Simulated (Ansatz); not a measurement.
## What a trial cell of TiTl3 relaxes into

All numbers below come from Ansatz, DFT PBE, scalar-relativistic, plane waves, PAW. Cutoff 420 eV, Γ-centred k mesh, Gaussian smearing, no spin polarisation in the final step.

This is the end of a relaxation of cell and atoms.

```yaml
crystal:
  lattice:
    - [-2.18507, 2.18507, 5.06684]
    - [2.18507, -2.18507, 5.06684]
    - [2.18507, 2.18507, -5.06684]
  atoms:
    - { symbol: Ti, position: [0.00000, 0.00000, 0.00000] }
    - { symbol: Tl, position: [0.50000, 0.50000, 0.00000] }
    - { symbol: Tl, position: [0.25000, 0.75000, 0.50000] }
    - { symbol: Tl, position: [0.75000, 0.25000, 0.50000] }
```

The zero of energy is the elements' standard structures at the same level; no fitted shifts are applied.

Task: What space group does it have?

Result: I4/mmm (No. 139). Conventional cell: a = 4.370 Å, c = 10.134 Å. Ti has 4 Tl at 3.09 Å and 8 Tl at 3.35 Å; Tl on Wyckoff site b (1 atom of the primitive cell) is coordinated by 4 Ti at 3.09 Å and 8 Tl at 3.35 Å; Tl on Wyckoff site d (2 atoms of the primitive cell) is coordinated by 4 Tl at 3.09 Å, 4 Ti at 3.35 Å and 4 Tl at 3.35 Å.

Task: What is its formation energy per atom?

Result: 0.29 eV/atom.

Task: Is it a metal?

Result: Yes, bands cross the Fermi level on the 14×14×14 mesh.

The final run used a 14×14×14 mesh on its 4-atom cell and 0.10 eV smearing. For metals, differences of a few meV/atom aren't resolved. Spin–orbit coupling is left out. The cell came from a trial start, so TiTl3 may not exist in this structure.

Cost: 2 runs of about 2.8 core-minutes in all, on Intel Xeon Platinum 8488C (Sapphire Rapids) (shared hosts).